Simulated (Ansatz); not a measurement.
Geometry optimisation, Ansatz 0.2.0, RKS CAM-B3LYP-D4/def2-SVP.

Input file:

```yaml
crystal:
  periodic: [false, false, false]
  atoms:
    - { symbol: C, position_ang: [-0.63173, 0.28072, -1.18468] }
    - { symbol: Al, position_ang: [-0.1519, 0.13697, 0.6407] }
    - { symbol: S, position_ang: [1.60557, -1.26122, 1.18772] }
    - { symbol: H, position_ang: [-1.7469, 0.24226, -1.22386] }
    - { symbol: H, position_ang: [-1.01842, 0.94927, -0.33957] }
    - { symbol: H, position_ang: [-0.43405, 0.63533, 2.16342] }
    - { symbol: H, position_ang: [1.76002, -1.37331, -0.12291] }
total_charge: -1
basis:
  gaussian: { orbitals: def2-SVP }
hamiltonian:
  xc: cam_b3lyp
  dispersion: d4
relax:
  f_tol: 0.02
  max_steps: 50
```

Launched with:

```bash
$ ansatz run input.yaml --threads 2 --pin off --max-ram 3072MiB --backend cpu --events-out ev --progress --plain --runs-dir out
```

Where does it end, and by what steps?

The run converged. Limits of this set-up: an anion without diffuse functions. After 13 steps the energy has fallen by 2.624 eV; H4 moved furthest, 0.99 Å. Parted: Al2–H5 (1.54 → 2.58 Å).

```json
{"step": "0", "energy less start (eV)": "0.0000", "largest force component (eV/Å)": "3.338", "accepted": "yes"}
{"step": "1", "energy less start (eV)": "-1.0952", "largest force component (eV/Å)": "1.731", "accepted": "yes"}
{"step": "2", "energy less start (eV)": "-1.5711", "largest force component (eV/Å)": "1.477", "accepted": "yes"}
{"step": "3", "energy less start (eV)": "-1.8284", "largest force component (eV/Å)": "1.027", "accepted": "yes"}
{"step": "4", "energy less start (eV)": "-2.0609", "largest force component (eV/Å)": "1.267", "accepted": "yes"}
{"step": "5", "energy less start (eV)": "-2.2611", "largest force component (eV/Å)": "0.956", "accepted": "yes"}
{"step": "6", "energy less start (eV)": "-2.4610", "largest force component (eV/Å)": "0.547", "accepted": "yes"}
{"step": "7", "energy less start (eV)": "-2.5775", "largest force component (eV/Å)": "0.387", "accepted": "yes"}
{"step": "8", "energy less start (eV)": "-2.6119", "largest force component (eV/Å)": "0.189", "accepted": "yes"}
{"step": "9", "energy less start (eV)": "-2.6228", "largest force component (eV/Å)": "0.074", "accepted": "yes"}
{"step": "10", "energy less start (eV)": "-2.6152", "largest force component (eV/Å)": "0.427", "accepted": "no"}
{"step": "11", "energy less start (eV)": "-2.6219", "largest force component (eV/Å)": "0.100", "accepted": "no"}
{"step": "12", "energy less start (eV)": "-2.6238", "largest force component (eV/Å)": "0.030", "accepted": "yes"}
{"step": "13", "energy less start (eV)": "-2.6243", "largest force component (eV/Å)": "0.004", "accepted": "yes"}
```

```xyz
7
Properties=species:S:1:pos:R:3
C -1.003 0.490 -0.623
Al -0.040 0.154 0.879
S 1.678 -1.347 1.032
H -0.858 0.007 -1.601
H -1.820 1.227 -0.649
H -0.187 0.812 2.344
H 1.612 -1.732 -0.260
```

Whether the end is a true minimum wasn't checked by a vibrational analysis.

Run time: 18 s on 2 threads of AMD EPYC 7R13 Processor (Zen 3), with other jobs on the host, peak memory 0.17 GiB.
